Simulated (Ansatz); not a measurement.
Geometry optimisation, Ansatz 0.2.0, RKS BLYP/def2-SVP.

Input file:

```yaml
crystal:
  periodic: [false, false, false]
  atoms:
    - { symbol: Si, position_ang: [0.101298, -0.006026, 0.062824] }
    - { symbol: H, position_ang: [0.324254, 0.021681, 1.501753] }
    - { symbol: H, position_ang: [1.545944, 0.143319, 0.024009] }
    - { symbol: O, position_ang: [-0.679502, 1.312374, -0.610499] }
    - { symbol: C, position_ang: [-2.071493, 1.400605, -0.909035] }
    - { symbol: H, position_ang: [-2.718075, 0.905048, -0.146906] }
    - { symbol: H, position_ang: [-2.354291, 2.472774, -0.948297] }
    - { symbol: H, position_ang: [-2.299862, 0.946535, -1.901821] }
    - { symbol: H, position_ang: [-0.414673, -1.30941, -0.470129] }
basis:
  gaussian: { orbitals: def2-SVP }
hamiltonian:
  xc: blyp
relax:
  f_tol: 0.03
  max_steps: 50
```

Launched with:

```bash
$ ansatz run input.yaml --threads 2 --pin off --max-ram 3072MiB --backend cpu --events-out ev --progress --plain --runs-dir out
```

Task: Where does it end, and by what steps?

Result: It converged. The force dipped under the threshold on the way, but the program's further checks kept it going. After 10 steps the energy has fallen by 0.513 eV; H2 moved furthest, 0.67 Å.

```
step  energy less start (eV)  largest force component (eV/Å)  accepted
   0                  0.0000                           1.360       yes
   1                 -0.4170                           0.462       yes
   2                 -0.4360                           0.879       yes
   3                 -0.4837                           0.166       yes
   4                 -0.4987                           0.109       yes
   5                 -0.4899                           0.526        no
   6                 -0.5058                           0.022       yes
   7                 -0.5092                           0.124       yes
   8                 -0.5093                           0.105       yes
   9                 -0.5129                           0.006       yes
  10                 -0.5132                           0.022       yes
```

```xyz
9
Properties=species:S:1:pos:R:3
Si 0.157 -0.011 0.027
H -0.292 -0.226 1.449
H 1.616 0.311 -0.007
O -0.624 1.306 -0.670
C -2.035 1.413 -0.826
H -2.573 1.353 0.150
H -2.264 2.399 -1.282
H -2.446 0.621 -1.495
H -0.105 -1.279 -0.744
```

Whether the end is a true minimum wasn't checked by a vibrational analysis.

Run time: 13 s on 2 threads of Arm Neoverse V1, on a shared host, peak memory 0.13 GiB.
